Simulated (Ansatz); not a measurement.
# AlF− (doublet): from Hartree-Fock to the top rungs, aug-cc-pVDZ

One table from this session's results is given with a row withheld; the runs are named, their logs left out.

Method: aug-cc-pVDZ, core rule «outside noble gas», up to 6 orbitals frozen; program: Ansatz 0.2.0, Gaussian basis.

The runs, in order: UHF; CCSD(T) on ROHF; CCSD(T) on UHF; BCCD(T) on ROHF; CISD; CCSDT(Q) on ROHF; CCSDT(Q) on UHF.

24 further runs of the same task are left out: 9 for a known fault of the program, 5 that didn't finish, 10 set aside as unsound or not needed.

## The system

The geometry is a PBE0/def2-TZVPD stationary point (not a proven minimum) of the parent state, kept for this charge and spin.

2 atoms, charge -1, spin multiplicity 2.

Atoms are counted from 1 here; the program's logs count them from 0.

Bond lengths: Al1–F2 1.719 Å.

Set-up of the first run:

Contents of in.yaml:

```yaml
crystal:
  periodic: [false, false, false]
  atoms:
    - {symbol: Al, position_ang: [0.000000, 0.000000, 0.000000]}
    - {symbol: F, position_ang: [0.000000, 0.000000, 1.719000]}
basis:
  gaussian: {orbitals: aug-cc-pVDZ}
total_charge: -1
magnetization: {spin_polarized: true, initial_magnetization: 1}
hamiltonian: {xc: hf}
output: {orbitals: {seedname: orbitals}}
```

The run is started by

```
$ ansatz run in.yaml --threads 1 --pin off --events-out ev --progress --plain --max-ram 2393MiB
```

Among the steps run: UHF; CCSD(T) on ROHF; CCSD(T) on UHF; BCCD(T) on ROHF; CISD; CCSDT(Q) on ROHF; CCSDT(Q) on UHF.

One of the session's tables, all rows but one given; the rest of the session is left out.

It belongs to the step «Misses and costs». 

| method | from UCCSDT(Q) (meV) |
| --- | --- |
| ROHF | +7800.4 |
| UHF | +7751.2 |
| RMP2 | +584.4 |
| UMP2 | +591.0 |
| CISD | +809.8 |
| RCCSD | +233.4 |
| UCCSD | +230.5 |
| RCCSD(T) | +32.6 |
| UCCSD(T) | +32.1 |
| BCCD(T) | ? |
| RCCSDT | +13.1 |
| UCCSDT | +13.0 |
| RCCSDT(Q) | +3.3 |
| UCCSDT(Q) | 0 |

Q: Estimate the row for BCCD(T) from the others.

As computed: from UCCSDT(Q) (meV): +26.2. In the column «from UCCSDT(Q) (meV)» it lies between RCCSDT (+13.1) and UCCSD(T) (+32.1).

Limits of these values: Restricted and unrestricted rows rest on different reference determinants; where their highest levels disagree by more than a few hundredths of an eV, they describe different states and don't form one ladder.
